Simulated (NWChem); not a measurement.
# Electron attachment to Cl2 (+1)

```
Cl
Cl 1 1.9598
```
Charge +1, spin multiplicity 2.

Everything below was run with NWChem. All single points use one geometry, from UPBE/def2-SVP, a minimum by its harmonic frequencies.

Basis set: def2-TZVPD. The species with one electron more has spin multiplicity 1 and keeps the geometry of the parent. Δ marks differences of total energies (open shells unrestricted). −ε marks an orbital energy of the parent. That orbital need not have the symmetry of the hole or added electron in the Δ rows.

B3LYP has NWChem's definition, with VWN1-RPA local correlation. The structure started from a generated list of species. The unpaired electrons of the parent sit in orbitals of symmetry b2g (D2h labels of the run); other states weren't searched. No SCF solution was tested for a lower state. Open-shell Hartree-Fock references start from PBE0 orbitals.

Problem. One of these methods gave a vertical electron affinity of 15.19 eV. Which?
A) −ε(beta LUMO) of BP86
B) ΔBP86
C) −ε(beta LUMO) of HF
D) −ε(beta LUMO) of B3LYP

Solution. A, −ε(beta LUMO) of BP86. The others give 14.39 (−ε(beta LUMO) of B3LYP), 10.05 (−ε(beta LUMO) of HF), 11.24 (ΔBP86).
